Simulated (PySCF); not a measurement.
Ionisation energies (eV) were calculated with PySCF 2.14 by MP2 (valence), LDA, PBE, in another order, as differences of total energies without spin-orbit coupling. The measured values are between term centres (NIST).

```csv
species,measured,A,B,C
"C (aug-cc-pwCVDZ, non-relativistic)",11.262,11.140,11.539,11.685
"Al+ (aug-cc-pwCVDZ, non-relativistic)",18.829,18.235,18.788,18.913
"Zn+ (aug-cc-pwCVDZ-PP with ECP10MDF, ECP)",17.964,17.800,18.676,19.034
"Zn (aug-cc-pwCVDZ-PP with ECP10MDF, ECP)",9.394,9.073,9.578,9.920
"Sn (aug-cc-pwCVDZ-PP with ECP28MDF, ECP)",7.389,7.093,7.266,7.419
"W (aug-cc-pwCVDZ-PP with ECP60MDF, ECP)",7.825,7.127,7.498,7.916
"Au (aug-cc-pwCVDZ-PP with ECP60MDF, ECP)",9.226,9.109,9.536,9.897
"Pb+ (aug-cc-pwCVDZ-PP with ECP60MDF, ECP)",13.869,13.324,13.688,13.889
```

Which column is which method?

A is MP2 (valence) (mean error -0.36 eV); B is PBE (mean error 0.10 eV); C is LDA (mean error 0.36 eV). Valence MP2 in a finite basis recovers only part of the missing correlation, so it stays below experiment on average. PBE, with gradient corrections, lies close to experiment on average, with errors of both signs. LDA overbinds the outer electron and comes out highest.
